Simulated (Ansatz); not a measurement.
Two structures of SiNH6Cl, closed shell, reached by relaxing down either side of one saddle point (PBE0-D4/def2-TZVP). Energies are electronic, without zero-point energy. Program: Ansatz 0.2.0. Basis: def2-TZVPP and def2-QZVPP. Cores are frozen in the correlated methods. Extrapolation: Hartree–Fock as exp(−7.88 √X), correlation as X^−2.97. First:

Si1  (-1.112, 0.116, -0.928)
Cl2  (0.609, 0.053, -2.068)
H3  (-2.213, 0.233, -1.921)
H4  (-1.127, 1.318, -0.070)
H5  (-1.291, -1.146, -0.181)
H6  (1.552, -0.964, 0.905)
N7  (1.046, -0.121, 1.148)
H8  (1.667, 0.659, 0.969)
H9  (0.869, -0.148, 2.145)
(Å)

Second:

Si1  (-1.115, 0.312, 0.025)
Cl2  (2.094, -1.427, -1.570)
H3  (-1.085, 1.027, -1.272)
H4  (-1.983, 1.062, 0.973)
H5  (-1.641, -1.065, -0.127)
H6  (1.428, -0.736, -0.642)
N7  (0.545, 0.166, 0.565)
H8  (1.066, 1.031, 0.638)
H9  (0.692, -0.370, 1.411)
(Å)

**Question.** Which bonds change from the first to the second?

**Answer.** SiH₃Cl ([SiH3][Cl]) + NH₃ → SiNH₅ ([NH2][SiH3]) + HCl; bonds formed: Si1–N7, Cl2–H6; bonds broken: Si1–Cl2, H6–N7.

**Question.** Give the saddle point's structure and its height above each. (To be estimated.)

**Answer.** Computed: 16.43 kcal/mol above the first and 7.23 kcal/mol above the second (CCSD(T) at an estimated basis limit (MP2 extrapolated from triple and quadruple zeta, plus CCSD(T) − MP2 in triple zeta)).
```csv
atom,x (Å),y (Å),z (Å)
Si1,-0.8980,0.1045,-0.2454
Cl2,1.0633,-1.2285,-1.7176
H3,-0.8593,0.9344,-1.4571
H4,-1.7029,0.8731,0.7613
H5,-1.4444,-1.2593,-0.2501
H6,1.3043,-0.3921,-0.0806
N7,0.7321,0.1645,0.6538
H8,1.0903,1.1067,0.7801
H9,0.7146,-0.3032,1.5554
```

The T1 diagnostic stays at or below 0.010.

The step is the kind of exchange with an N–H group that builds nitride films in atomic layer and chemical vapour deposition.

Labels in which every atom is bracketed show which atoms are joined, not bond orders.

For scale, one of the runs: CCSD(T)/def2-TZVPP, 199 basis functions, launched by `ansatz run in.yaml --threads 2 --pin off --events-out ev --progress --plain --max-ram 4352MiB`. Time: 36 s of wall clock on 2 CPU threads of an Intel Xeon Platinum 8488C; the host was shared. Peak host memory: 2.3 GiB.
